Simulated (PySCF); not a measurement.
Isomers of C5H9F. Method used: TDDFT CAM-B3LYP/def2-SVPD, vertical, gas phase, core orbitals frozen in the response (PySCF 2.14.0, density-fitted response routines). Geometries: PBE0-D3(BJ)/def2-SVP; one conformer of each isolated species. Triplets are in the Tamm–Dancoff approximation. 'Strongest' means the level of largest summed f among the lowest 10 singlets; it needn't be the same kind of state in each.

Problem. Rank by computed HOMO energy, highest first.
A. `C/C=C/[C@@H](C)F`
B. `C/C=C(\C)CF`
C. `C/C=C\[C@H](C)F`
D. `CCC1(F)CC1`
E. `FC1CCCC1`
F. `C=C[C@H](C)CF`

Solution. B (-8.20 eV), A (-8.53 eV), C (-8.75 eV), F (-8.95 eV), D (-9.35 eV), E (-10.24 eV).

```
          SMILES  HOMO (eV)  α (au)  gap (eV)  strongest (eV)  f (strongest)  S1 mainly
     C/C=C(\C)CF      -8.20    64.5      9.47            7.13           0.53  H→L (93%)
C/C=C/[C@@H](C)F      -8.53    64.9      9.80            7.25           0.43  H→L (64%)
 C/C=C\[C@H](C)F      -8.75    64.3      9.94            7.28           0.36  H→L (62%)
   C=C[C@H](C)CF      -8.95    63.7     10.19            7.45           0.31  H→L (51%)
      CCC1(F)CC1      -9.35    59.7     10.71            8.99           0.07  H→L (88%)
        FC1CCCC1     -10.24    58.0     11.51            9.44           0.06  H→L (91%)
```

H and L stand for HOMO and LUMO.

- `C/C=C(\C)CF`: Löwdin shares by element: HOMO carbon 79% or more (atoms not listed hold the other 21%); LUMO carbon 43% or more, hydrogen 8% or more (atoms not listed hold the other 49%).
- `C/C=C/[C@@H](C)F`: Löwdin shares by element: HOMO carbon 82% or more (atoms not listed hold the other 18%); LUMO carbon 58% or more (atoms not listed hold the other 42%).
- `C/C=C\[C@H](C)F`: Löwdin shares by element: HOMO carbon 81% or more (atoms not listed hold the other 19%); LUMO carbon 64% or more (atoms not listed hold the other 36%).
- `C=C[C@H](C)CF`: Löwdin shares by element: HOMO carbon 83% or more (atoms not listed hold the other 17%); LUMO carbon 63% or more, hydrogen 12% or more (atoms not listed hold the other 25%).
- `CCC1(F)CC1`: Löwdin shares by element: HOMO carbon 62% or more, fluorine 17% (atoms not listed hold the other 21%); LUMO carbon 38% or more, hydrogen 11% or more (atoms not listed hold the other 52%).
- `FC1CCCC1`: Löwdin shares by element: HOMO carbon 36% or more, fluorine 12% (atoms not listed hold the other 52%); LUMO carbon 22% or more, hydrogen 19% or more (atoms not listed hold the other 59%).
